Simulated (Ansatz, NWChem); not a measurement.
**Heat of formation of C3H3 (cyclopropenyl radical) from total energies**

The species is C3H3 (6 atoms), meant as a doublet with charge 0. As SMILES, `[CH]1C=C1`. Geometry: relaxed at PBE0-D4/def2-TZVP.

Total energies at UM06-2X/def2-SVPD (NWChem 7.3.0); the atoms run unrestricted:

```tsv
species	state	energy (Eh)
C3H3	doublet	-115.816704
C	triplet	-37.797051
H	doublet	-0.497412
```

Harmonic wavenumbers at UPBE0-D4/def2-TZVP, in cm⁻¹: 622, 722, 893, 919, 977, 989, 1042, 1262, 1684, 3091, 3262, 3308.

Measured heats of formation of the gaseous atoms at 298.15 K, in kJ/mol: C 716.9, H 218.0. Take 1 Eh = 2625.50 kJ/mol, 1 cm⁻¹ = 0.0119627 kJ/mol, RT = 2.479 kJ/mol.

Task: What heat of formation follows?

Result: 
1. Electronic atomisation energy: 3 × (-37.797051) + 3 × (-0.497412) − (-115.816704) = 0.933315 Eh = 2450.4 kJ/mol.
2. Zero-point energy: half the sum of the wavenumbers, 9385.5 cm⁻¹ = 112.3 kJ/mol.
3. Thermal vibrational enthalpy, Σ hcν̃/(exp(hcν̃/kT) − 1): 1.3 kJ/mol. Translation, rotation and pV of a non-linear molecule: 4 RT = 9.9 kJ/mol.
4. The 6 free atoms carry 5/2 RT each: 37.2 kJ/mol.
5. Spin-orbit coupling lowers the free atoms by 3 × 0.02 = 0.1 kJ/mol.
6. Atomisation enthalpy at 298 K: 2450.4 − 0.1 − 112.3 − 1.3 − 9.9 + 37.2 = 2364.0 kJ/mol.
7. Sum of the atoms' heats of formation: 2804.7 kJ/mol. Heat of formation: 2804.7 − 2364.0 = +440.7 kJ/mol.

The tabulated value is +486.8 kJ/mol (Active Thermochemical Tables), so this level is off by -46.1 kJ/mol, or 2.0 % of the atomisation enthalpy that the table implies (2317.8 kJ/mol). Anharmonicity and any spin-orbit splitting of the molecule are left out.
